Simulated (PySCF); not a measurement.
Isomers of C4H8FN. Computed with PySCF, PBE0-D3(BJ)/def2-SVP geometry optimisation, gas phase. One conformer each; no zero-point energy, no entropy. No frequencies were run at this level. Point groups hold within 0.08 Å.

Question: Order them by energy at this level, lowest first, and give relative energies in kJ/mol.
A. `[H]/[N:3]=[C:2](\[CH3:1])[C@H:4]([CH3:5])[F:6]` with C1–C2–C4–C5 100°
B. `[CH3:1]/[N:2]=[CH:3]/[CH2:4][CH2:5][F:6]` with N2–C3–C4–C5 -124°, C3–C4–C5–F6 -62°

Answer: A (0.0), B (47.0).

As drawn, the lower has an N–H bond, which the higher lacks.

```csv
SMILES,E (Eh),E rel (kJ/mol),dipole (D),point group,"A, B, C (MHz)"
[H]/N=C(\C)[C@H](C)F,-311.25127,0.0,1.45,C1,"4715, 3059, 2270"
C/N=C/CCF,-311.23336,47.0,0.32,C1,"9787, 1547, 1424"
```
